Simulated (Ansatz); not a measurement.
System: tetradymite Bi₂Se₃. Method: PBE-D3(BJ) (PAW; Ansatz, a first-principles code).

Settings: plane-wave cutoff 520 eV, 10×10×10 k mesh, scalar-relativistic PAW data made under PBE.

Computed at the level's own relaxed cell.

```xyz
5
Lattice="2.0719 1.1962 9.4890 -2.0719 1.1962 9.4890 0.0000 -2.3925 9.4890" Properties=species:S:1:pos:R:3 pbc="T T T"
Bi     0.0000     0.0000    17.0561
Bi     0.0000     0.0000    11.4108
Se     0.0000     0.0000     0.0000
Se     0.0000     0.0000    22.4721
Se     0.0000     0.0000     5.9948
```

Give the elastic tensor (Voigt notation, GPa, ions relaxed, in the Cartesian axes of the cell as printed).


```
   86.3    23.6    24.3   -14.3     0.0     0.0
   23.6    86.3    24.3    14.3     0.0     0.0
   24.3    24.3    44.4     0.0     0.0     0.0
  -14.3    14.3     0.0    28.0     0.0     0.0
    0.0     0.0     0.0     0.0    28.0   -14.3
    0.0     0.0     0.0     0.0   -14.3    31.4
```

Note: the dispersion coefficients are held fixed in the derivatives.

Spin–orbit coupling is not included; it can shift volumes and moduli of such heavy elements.
